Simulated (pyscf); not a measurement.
This saddle point was located with ωB97X-D3(BJ)/def2-SVPD in PySCF.

```xyz
9

Cl    -0.7390     1.6488    -0.6326
C      1.4112    -0.0136     0.7755
C     -0.0577    -0.3076     0.6418
I     -0.0825    -2.6379     1.9852
H      2.0048    -0.8144     0.3168
H      1.6906     0.0658     1.8336
H      1.6275     0.9360     0.2693
H     -0.7706     0.0543     1.3708
H     -0.4445    -0.8583    -0.2053
```
Charge -1, spin multiplicity 1.

Surface: singlet, charge -1. Lowest wavenumbers (cm⁻¹): 409i, 116, 132, 167, 201.

### Question
What reaction is this the transition state of?

### Answer
Cl⁻ + H₃C–CH₂–I ⇌ H₃C–CH₂–Cl + I⁻, a substitution at C read from left to right: C–I broken and C–Cl formed. At ωB97M-D3(BJ)/def2-TZVPD it lies -1.9 kcal/mol from the left side and +14.1 kcal/mol from the right (each side as separated species at their lowest minima found). On the reactant side the descent ends in a bound adduct, 12.0 kcal/mol under the separated species and 11.8 kcal/mol under the saddle at ωB97X-D3(BJ)/def2-TZVPD. On the product side the descent ends in a bound adduct, 9.0 kcal/mol under the separated species and 23.1 kcal/mol under the saddle at ωB97X-D3(BJ)/def2-TZVPD. At ωB97M-D3(BJ) the saddle lies under the separated reactants, which points to a path from their complex (located at ωB97X-D3(BJ) alone). This is the saddle that the search found; another between the same sides may lie lower. The angle at the attacked C is 163°. Elements past Kr carry the def2 core potentials, without spin-orbit coupling.
